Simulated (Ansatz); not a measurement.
# Worked example: the enthalpy of formation of C2H4F2 (1,2-difluoroethane)

C2H4F2: 8 atoms, total charge 0, spin state singlet. As SMILES, `FCCF`. Geometry: relaxed at PBE0-D4/def2-TZVP. This is one conformer, not always the lowest.

Total energies at revPBE/def2-SVPD (Ansatz 0.2.0); the atoms run unrestricted:

```tsv
species	state	energy (Eh)
C2H4F2	singlet	-278.010839
F	doublet	-99.619812
C	triplet	-37.801944
H	doublet	-0.503193
```

Harmonic wavenumbers at PBE0-D4/def2-TZVP, in cm⁻¹: 153, 327, 500, 883, 913, 1110, 1132, 1142, 1265, 1308, 1400, 1439, 1481, 1483, 3047, 3057, 3102, 3116.

Measured heats of formation of the gaseous atoms at 298.15 K, in kJ/mol: F 79.4, C 716.9, H 218.0. Spin-orbit lowering of the atoms at 298 K (mean of the ground term's levels less their thermal mean, from spectra), in kJ/mol: F 1.29, C 0.02. Take 1 Eh = 2625.50 kJ/mol, 1 cm⁻¹ = 0.0119627 kJ/mol, RT = 2.479 kJ/mol.

Question: Work out the heat of formation of the gas at 298 K.

Answer: 
1. Electronic atomisation energy: 2 × (-99.619812) + 2 × (-37.801944) + 4 × (-0.503193) − (-278.010839) = 1.154555 Eh = 3031.3 kJ/mol.
2. Zero-point energy: half the sum of the wavenumbers, 13429 cm⁻¹ = 160.6 kJ/mol.
3. Thermal vibrational enthalpy, Σ hcν̃/(exp(hcν̃/kT) − 1): 3.9 kJ/mol. Translation, rotation and pV of a non-linear molecule: 4 RT = 9.9 kJ/mol.
4. The 8 free atoms carry 5/2 RT each: 49.6 kJ/mol.
5. Spin-orbit coupling lowers the free atoms by 2 × 1.29 + 2 × 0.02 = 2.6 kJ/mol.
6. Atomisation enthalpy at 298 K: 3031.3 − 2.6 − 160.6 − 3.9 − 9.9 + 49.6 = 2903.9 kJ/mol.
7. Sum of the atoms' heats of formation: 2464.6 kJ/mol. Heat of formation: 2464.6 − 2903.9 = -439.3 kJ/mol.

The tabulated value is -450.4 kJ/mol (Active Thermochemical Tables), so this level is off by +11.1 kJ/mol, or 0.4 % of the atomisation enthalpy. Anharmonicity and any spin-orbit splitting of the molecule are left out.
